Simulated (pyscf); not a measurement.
H₃C–OH (SMILES CO) + H• (SMILES [H]) → H₂ (SMILES [H][H]) + •H₂C–OH (SMILES [CH2]O) (hydrogen abstraction; doublet surface; C–H broken, H–H formed). PySCF, gas phase, ωB97X-D3(BJ)/def2-SVP geometries. Energies in kcal/mol from the separated reactants.

```csv
level,barrier,reaction energy
ωB97X-D3(BJ)/def2-TZVP,8.3,-6.0
PBE/def2-TZVP,1.9,-6.5
r²SCAN/def2-TZVP,1.2,-9.7
PBE0-D3(BJ)/def2-TZVP,5.2,-5.3
M06-2X/def2-TZVP,(withheld),(withheld)
ωB97M-D3(BJ)/def2-TZVP,(withheld),-6.1
```

Task: Some entries are withheld; supply them.

Result: 
- M06-2X/def2-TZVP, barrier: 10.0
- M06-2X/def2-TZVP, reaction energy: -5.6
- ωB97M-D3(BJ)/def2-TZVP, barrier: 8.2

The functionals in the table span 8.8 kcal/mol in this barrier, from r²SCAN to M06-2X. One saddle was located; it need not be the lowest between these sides. The angle at the transferred H is 178°.
